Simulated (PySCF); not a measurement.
Dipole moment and polarisability of `FC1=CCCS1`

Compound: C4H5FS.
Geometry (GFN2-xTB, Å), atoms numbered from 1 in this order:
```xyz
11
C4H5FS angstrom
F      2.4687    1.2198    0.7217
C      1.2717    0.7103    0.4387
C      1.0439   -0.4975   -0.0566
C     -0.4056   -0.8298   -0.2275
C     -1.1970    0.4767   -0.1058
S     -0.1423    1.7092    0.7502
H      1.8186   -1.2078   -0.2809
H     -0.7090   -1.5417    0.5473
H     -0.5927   -1.2969   -1.1959
H     -2.1146    0.3659    0.4668
H     -1.4363    0.8945   -1.0840
```

Level: PBE0/def2-SVPD (PySCF), static field, nuclei fixed, core orbitals frozen in the response. The polarisability tensor in these axes (au):

```
x   67.56 -0.43  1.85
y   -0.43 73.44  9.66
z    1.85  9.66 53.41
```

What are the eigenvalues, a third of the trace, and Δα (Δα² = ½Σ(αi − αj)² over the three pairs)?

Principal values 49.32, 67.75 and 77.35 au; mean 64.81 au = 9.60 Å³ = 10.68 × 10⁻⁴⁰ C²·m²/J; Δα = 24.67 au (38 % of the mean).

What is the dipole moment, and where does it point?

(-1.78, -1.91, -1.09) D, 2.83 D in size, pointing from the negative to the positive side. Measured along this direction, the outermost atoms are F1 at the negative end and H9 at the positive end.

Refractivity n − 1 of an ideal gas of it at 400 K and 1 atm, from the electronic α?

N = p/kT = 1.8347 × 10¹⁹ cm⁻³, so n − 1 = 2π × N × 9.60 × 10⁻²⁴ cm³ = 1107 × 10⁻⁶ at long wavelengths, for an ideal gas.

In a dilute gas of rigid molecules at 273 K, how does the orientational term μ²/3kT compare with the electronic polarisability?

In Gaussian units μ²/3kT = 70.75 Å³ against 9.60 Å³, a ratio of 7.37; the Debye molar polarisation (4π/3)N_A(α + μ²/3kT) is 202.7 cm³/mol, leaving out the vibrational part.

What depolarisation ratio follows for Rayleigh scattering of linearly polarised light, taking the static tensor?

ρ = 3Δα²/(45ᾱ² + 4Δα²) = 1826.1/(188986 + 2434.9) = 0.00954.

In TDDFT the mean static polarisability is Σ f/ω² over all singlet excitations (ω in hartree). How much of it do the 8 lowest give? Their energies (eV) and oscillator strengths: 4.62, 0.0008; 5.54, 0.0493; 5.68, 0.1047; 6.06, 0.0135; 6.48, 0.0127; 6.58, 0.0098; 6.68, 0.0011; 7.17, 0.0011.

They add up to 4.32 au, 6.7 % of the 64.81 au; the largest single term is 2.41 au, from the state at 5.68 eV. Terms in order: 0.03, 1.19, 2.41, 0.27, 0.22, 0.17, 0.02, 0.02 au. Higher excitations give the rest. The strengths listed sum to 0.193.

One conformer (not necessarily the lowest) at the GFN2-xTB geometry, without solvent, vibrations or thermal averaging.
